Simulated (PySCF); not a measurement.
Which determinant of PH⁺ lies lowest?

Unrestricted PBE0; P cc-pV(D+d)Z, H cc-pVDZ; no relativity (PySCF 2.14). Outer shells of the fragments: P+ 3s2 3p2; H 1s1.

Followed along the bond (rough minima from three points):

```
2Ms+1   unpaired  ⟨S²⟩ at the start  R at minimum (Å)  Te (eV)
    2        π ↑               0.76              1.44     0.00
    4  σ ↑, π ↑↑               3.75              1.50     1.51
```

Solutions found at the starting distance of 1.485 Å, counted from the lowest of them; the search is not exhaustive and high or unbound solutions are not listed, so other states can lie among these:

```tsv
2Ms+1	unpaired	term	E (eV)	⟨S²⟩	⟨Lz²⟩	μ (D)
2	π ↑	²Π	0.00	0.76	1.01	0.99
4	σ ↑, π ↑↑	⁴Σ⁻	1.49	3.75	0.00	1.22
2	σ ↓, π ↑↑	mixed	2.33	1.78	0.00	1.58
2	σ ↑, π ↑↓	mixed	2.38	1.77	2.02	1.43
2	σ ↑	mixed	3.72	0.76	2.00	1.44
4	σ ↑↑, π ↑	⁴Π	7.47	3.75	1.01	-0.11
2	π ↑	²Π	7.94	0.80	1.01	1.72
```

A term symbol is given only where ⟨S²⟩ and ⟨Lz²⟩ are close to those of a pure state; real π, δ and φ orbitals otherwise mix terms. A positive dipole points towards H; it is taken about the centre of mass and depends on that origin.

Counting both spins, an empty level lies below a filled one in some of these solutions, because spin and occupation are held.
